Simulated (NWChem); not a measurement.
Program: NWChem. System: dimethyl sulfide (C2H6S), charge 0, spin multiplicity 1, at a geometry optimised with PBE0/def2-SVP. Level: MP2/pcseg-1, 7 core orbitals frozen.

Input file:

```
start mol
memory heap 200 mb stack 900 mb global 1100 mb
geometry units angstroms nocenter noautoz
  C     -1.379091     0.000000     0.506946
  S      0.000000     0.000000    -0.654747
  C      1.379091     0.000000     0.506946
  H     -1.374213     0.899007     1.142935
  H     -2.302295     0.000000    -0.089572
  H     -1.374213    -0.899007     1.142935
  H      1.374213     0.899007     1.142935
  H      2.302295     0.000000    -0.089572
  H      1.374213    -0.899007     1.142935
  symmetry group C2v
end
basis spherical
  * library pcseg-1
end
scf
  rhf
  nopen 0
  maxiter 100
  thresh 1e-7
  semidirect memsize 60000000 filesize 0
end
mp2
  freeze core 7
end
task mp2 energy
```

Output (cleaned and shortened):

```
             Northwest Computational Chemistry Package (NWChem) 7.3.0
             --------------------------------------------------------

                                NWChem Input Module
                                -------------------

 Scaling coordinates for geometry "geometry" by  1.889725989
 (inverse scale =  0.529177249)

 Turning off AUTOSYM since
 SYMMETRY directive was detected!

                             Geometry "geometry" -> ""
                             -------------------------

 Output coordinates in angstroms (scale by  1.889725989 to convert to a.u.)

  No.       Tag          Charge          X              Y              Z
 ---- ---------------- ---------- -------------- -------------- --------------
    1 C                    6.0000    -1.37909100     0.00000000     0.50694600
    2 S                   16.0000     0.00000000     0.00000000    -0.65474700
    3 C                    6.0000     1.37909100     0.00000000     0.50694600
    4 H                    1.0000    -1.37421300     0.89900700     1.14293500
    5 H                    1.0000    -2.30229500     0.00000000    -0.08957200
    6 H                    1.0000    -1.37421300    -0.89900700     1.14293500
    7 H                    1.0000     1.37421300     0.89900700     1.14293500
    8 H                    1.0000     2.30229500     0.00000000    -0.08957200
    9 H                    1.0000     1.37421300    -0.89900700     1.14293500

 Effective nuclear repulsion energy (a.u.)     110.7294865103

            Nuclear Dipole moment (a.u.)
            ----------------------------
        X                 Y               Z
 ---------------- ---------------- ----------------
     0.0000000000     0.0000000000    -0.0000075589

      Symmetry information
      --------------------

 Group name             C2v
 Group number             16
 Group order               4
 No. of unique centers     4

      Symmetry unique atoms

     1    2    4    5


 Summary of "ao basis" -> "" (spherical)
 ------------------------------------------------------------------------------
       Tag                 Description            Shells   Functions and Types
[...]
     1   1 0 0      0.000000      0.000000      0.000000
     1   0 1 0      0.000000      0.000000      0.000000
     1   0 0 1      0.688297      0.000000     -0.000008

     2   2 0 0    -18.322837      0.000000    146.333909
     2   1 1 0     -0.000000      0.000000      0.000000
     2   1 0 1     -0.000000      0.000000     -0.000000
     2   0 2 0    -21.880902      0.000000     11.544731
     2   0 1 1      0.000000      0.000000      0.000000
     2   0 0 2    -21.819873      0.000000     54.224030

                   NWChem MP2 Semi-direct Energy/Gradient Module
                   ---------------------------------------------

  Basis functions       =     76
  Molecular orbitals    =     76
  Frozen core           =      7
  Frozen virtuals       =      0
  Active alpha occupied =     10
  Active beta occupied  =     10
  Active alpha virtual  =     59
  Active beta virtual   =     59
  Use MO symmetry       = T
  Use skeleton AO sym   = T

  AO/Fock/Back tols     =   1.0D-09  1.0D-09  1.0D-09

 GA uses MA = F    GA memory limited = T

 Available:
  local mem=  1.26D+08
 global mem=  1.44D+08
 local disk=  0.00D+00
  mp2_memr nvloc                    59
  nvloc new                    59
   1 passes of  10:        3145728                      26828                   5747115.
   1 passes of  10: M    126151287           G      144167648           F     123005559.

 Semi-direct pass number   1 of   1  for RHF alpha+beta  at        1.0s
  vrange nnbf                  2860
  mp2_eaftype                    21  avail_ma_in_mb                  1099
 EAF : mp2_eaftype filesize          21    2873558.
  mp2_eaf for mointskh                     21
Node 0 wrote     13.5 Mb in      0.0 s     Agg I/O rate:   916.6 Mb/s
 Done moints_semi at        2.6s
  mp2_eaftype                    21  avail_ma_in_mb                  1078
 EAF : mp2_eaftype filesize          21    2873558.
  mp2_eaf for kh                    21
 Done maket at        2.7s
 Done multipass loop at        2.7s

          -------------------------------------------
          SCF energy                -476.700819161116
          Correlation energy          -0.423605698023
          Singlet pairs               -0.282284148323
          Triplet pairs               -0.141321549700
          Total MP2 energy          -477.124424859139
          -------------------------------------------

          ---------------------------------------------------
                    Spin Component Scaled (SCS) MP2
          Same spin pairs                     -0.094214366467
          Same spin scaling factor             0.333333333333
          Opposite spin pairs                 -0.329391331556
          Opposite spin scaling fact.          1.200000000000
          SCS-MP2 correlation energy          -0.426674386690
          Total SCS-MP2 energy              -477.127493547806
          ---------------------------------------------------

 -----------------------
 Performance information
 -----------------------

 Timer overhead =  1.77D-07 seconds/call

               Nr. of calls         CPU time (s)                 Wall time (s)                GFlops
             ---------------    -------------------     ------------------------------   -------------------
Name         Min   Avg   Max    Min     Avg     Max     Min     Avg     Max   Mx/calls   Min     Max     Sum
mp2: moin     1     1     1    1.7     1.7     1.7      1.7     1.7     1.7     1.7      0.0     0.0     0.0
mp2: make     1     1     1   6.79E-2 6.79E-2 6.79E-2  6.79E-2 6.79E-2 6.79E-2 6.79E-2   0.0     0.0     0.0
mp2: tota     1     1     1    1.8     1.8     1.8      1.8     1.8     1.8     1.8      0.0     0.0     0.0

 The average no. of pstat calls per process was 3.00D+00
 with a timing overhead of 5.31D-07s

 Task  times  cpu:        2.6s     wall:        2.6s

 Total times  cpu:        2.7s     wall:        2.7s
```
